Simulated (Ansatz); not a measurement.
**CH₂Al (sextet): wave-function methods side by side, def2-TZVPP**

One table from this session's results is given with a row withheld; the runs are named, their logs left out.

The runs use Ansatz 0.2.0, Gaussian basis; def2-TZVPP, core rule «outside noble gas», up to 6 orbitals frozen.

The runs, in order: UHF; ROHF; CCSD(T) on UHF.

## The system

The geometry is a PBE0/def2-TZVP stationary point (not a proven minimum) of the parent state, kept for this charge and spin.

4 atoms, charge 0, spin multiplicity 6.

Atoms are counted from 1 here; the program's logs count them from 0.

Bond lengths: Al1–C2 1.948 Å, C2–H3 1.088 Å, C2–H4 1.088 Å. Angles: Al1–C2–H3 122.6°, Al1–C2–H4 122.6°, H3–C2–H4 114.8°.

Set-up of the first run:

Contents of in.yaml:

```yaml
crystal:
  periodic: [false, false, false]
  atoms:
    - {symbol: Al, position_ang: [0.000000, 0.000000, 0.695038]}
    - {symbol: C, position_ang: [0.000000, 0.000000, -1.252764]}
    - {symbol: H, position_ang: [0.000000, 0.916303, -1.838714]}
    - {symbol: H, position_ang: [0.000000, -0.916304, -1.838714]}
basis:
  gaussian: {orbitals: def2-TZVPP}
magnetization: {spin_polarized: true, initial_magnetization: 5}
hamiltonian: {xc: hf}
output: {orbitals: {seedname: orbitals}}
```

Command:

```console
> ansatz run in.yaml --threads 1 --pin off --events-out ev --progress --plain --max-ram 3968MiB --backend cpu
```

Steps of the session up to this table: UHF; ROHF; CCSD(T) on UHF.

One table of the session follows, with a row left open; its other results are not shown here.

| method | from UCCSD(T) (meV) |
| --- | --- |
| ROHF | ? |
| UHF | +4535.5 |
| UMP2 | +810.7 |
| UCCSD | +122.5 |
| UCCSD(T) | 0 |

**Question.** Estimate the row for ROHF.

**Answer.** from UCCSD(T) (meV): +4654.3. In the column «from UCCSD(T) (meV)» it is the highest.
